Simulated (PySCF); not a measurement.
Molecule: `FC[C@@H]1O[C@@H]1F`, C3H4F2O.

Molfile (atoms numbered from 1):
```
C3H4F2O
     RDKit          3D

 10 10  0  0  0  0  0  0  0  0999 V2000
   -0.3596   -1.4378    1.6320 F   0  0  0  0  0  0  0  0  0  0  0  0
    0.0964   -0.2118    1.2264 C   0  0  0  0  0  0  0  0  0  0  0  0
    0.4254   -0.2769   -0.2385 C   0  0  2  0  0  0  0  0  0  0  0  0
    0.7798    0.9678   -0.8469 O   0  0  0  0  0  0  0  0  0  0  0  0
   -0.4080    0.3940   -1.2289 C   0  0  2  0  0  0  0  0  0  0  0  0
   -1.5193    1.0358   -0.8263 F   0  0  0  0  0  0  0  0  0  0  0  0
    1.0036    0.0432    1.8004 H   0  0  0  0  0  0  0  0  0  0  0  0
   -0.6723    0.5533    1.4153 H   0  0  0  0  0  0  0  0  0  0  0  0
    1.0405   -1.1378   -0.5358 H   0  0  0  0  0  0  0  0  0  0  0  0
   -0.5003    0.0646   -2.2716 H   0  0  0  0  0  0  0  0  0  0  0  0
  1  2  1  0
  2  3  1  0
  3  4  1  0
  4  5  1  0
  5  6  1  0
  5  3  1  0
  2  7  1  0
  2  8  1  0
  3  9  1  6
  5 10  1  6
M  END
```

Spin–spin couplings on one PBE0-D3(BJ)/def2-SVP geometry, PySCF, gas phase, non-relativistic, equivalent pairs averaged (spin–dipole term only in couplings to heteroatoms); isotopes ¹³C, ¹H, ¹⁹F; basis pcJ-1.

**Question.** How do the couplings (Hz) change with the functional? Times are CPU seconds on shared hosts with different chips, so compare them loosely.

**Answer.** 
```
functional  functions  ¹J(C5,H10)  ¹J(C3,H9)  ¹J(C5,F6)  ¹J(C2,H8)  ¹J(C2,H7)  ¹J(F1,C2)  ¹J(C2,C3)  core-s
        HF        202       267.9      217.5     -204.6      196.1      190.6     -126.0       88.4      11
       LDA        202       186.3      143.6     -354.2      121.1      119.2     -246.3       37.4      11
       PBE        202       215.7      167.8     -367.1      145.8      142.4     -259.5       48.2      15
       KT2        202       235.8      179.6     -370.2      154.5      151.6     -258.5       38.0      16
     B3LYP        202       232.2      183.4     -336.5      160.4      156.5     -234.2       55.9      29
      PBE0        202       221.1      173.8     -329.2      151.8      148.3     -229.9       53.9      16
     B97-2        202       212.6      166.2     -321.6      145.3      141.6     -222.9       52.7      15
 BHandHLYP        202       245.9      196.0     -288.7      173.3      168.8     -196.7       65.8      18
 CAM-B3LYP        202       229.8      181.1     -319.2      158.0      154.1     -219.4       55.9      21
```
